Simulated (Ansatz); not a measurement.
## Match the barriers

Saddle point of BH3O, closed shell (BH₃O ([BH2][OH]) → BHO ([BH][O]) + H₂; bonds formed: H2–H4; bonds broken: B1–H2, O3–H4), PBE0-D4/def2-TZVP structure:

| atom | x (Å) | y (Å) | z (Å) |
| --- | --- | --- | --- |
| B1 | 0.0379 | 0.2075 | -0.3201 |
| H2 | 0.1985 | 0.1173 | 1.0948 |
| O3 | -0.4588 | -0.9175 | -0.6834 |
| H4 | -0.1820 | -0.6786 | 0.6286 |
| H5 | 0.4044 | 1.2714 | -0.7198 |

Program: Ansatz 0.2.0. Basis: def2-TZVPP, with def2-QZVPP for the basis limit. Cores are frozen in the correlated methods. Extrapolation: Hartree–Fock as exp(−7.88 √X), correlation as X^−2.97. Four methods, as single points on the PBE0-D4 structures, gave these electronic barriers from the start structure: 54.82, 58.37, 61.42, 76.60 kcal/mol.

Task: The methods were, in alphabetical order, BLYP-D4, CCSD(T), HF, PBE0-D4. Which gave which? (A judgement: the text doesn't fix the answer.)

Result: Computed: BLYP-D4 54.82; PBE0-D4 58.37; CCSD(T) 61.42; HF 76.60 kcal/mol. For comparison, CCSD(T) at an estimated basis limit (MP2 extrapolated from triple and quadruple zeta, plus CCSD(T) − MP2 in triple zeta) gives 60.95 kcal/mol.

The T1 diagnostic stays at or below 0.021.

Labels in which every atom is bracketed show which atoms are joined, not bond orders.

For scale, one of the runs: CCSD(T)/def2-TZVPP, 104 basis functions, launched by `ansatz run in.yaml --threads 2 --pin off --events-out ev --progress --plain --max-ram 4352MiB`. The run took about 2.1 s on 2 CPU threads of an Arm Neoverse V2 (shared host).
